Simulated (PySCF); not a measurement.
Vibration and rotation of ClF⁺

UHF-CCSD(T) constants of ClF⁺, ²Π (doublet), unpaired electrons π ↑ (Cl def2-SVPD, F def2-SVPD; no relativity (PySCF 2.14); masses 34.9689 and 18.9984 u):

```
ωe              : 857.1 cm⁻¹
ωexe            : 6.88 cm⁻¹
Be              : 0.54433 cm⁻¹
αe              : 0.00518 cm⁻¹
D (centrifugal) : 8.78e-07 cm⁻¹
De to Cl⁺ + F   : 2.13 eV
```

(1) Give the vibrational terms G(v) and spacings up to v = 6.

(2) How well does the Morse estimate ωe²/(4ωexe) reproduce De, and what is D0?

Correlated steps freeze 6 core orbitals. Correlated levels converge slowly with the basis: in double zeta they bind strong bonds too weakly, by up to about 1 eV, and carry superposition errors of some tenths. For an ion De counts to the pair picked by the measured ionisation energies or electron affinities, which need not be the lowest pair at this level. The state is the lowest determinant that a PBE0 search found; another state may lie lower at other levels.

## Answers

(1) G(v) = ωe(v+½) − ωexe(v+½)².

```json
{"v": "0", "G(v) (cm⁻¹)": "427", "G(v) − G(v−1)": "", "Bv (cm⁻¹)": "0.5417"}
{"v": "1", "G(v) (cm⁻¹)": "1270", "G(v) − G(v−1)": "843", "Bv (cm⁻¹)": "0.5366"}
{"v": "2", "G(v) (cm⁻¹)": "2100", "G(v) − G(v−1)": "830", "Bv (cm⁻¹)": "0.5314"}
{"v": "3", "G(v) (cm⁻¹)": "2916", "G(v) − G(v−1)": "816", "Bv (cm⁻¹)": "0.5262"}
{"v": "4", "G(v) (cm⁻¹)": "3718", "G(v) − G(v−1)": "802", "Bv (cm⁻¹)": "0.5210"}
{"v": "5", "G(v) (cm⁻¹)": "4506", "G(v) − G(v−1)": "788", "Bv (cm⁻¹)": "0.5158"}
{"v": "6", "G(v) (cm⁻¹)": "5280", "G(v) − G(v−1)": "775", "Bv (cm⁻¹)": "0.5107"}
```

(2) It gives 3.31 eV, 155 % of the computed De. D0 = De − G(0) = 2.13 − 0.05 = 2.08 eV.
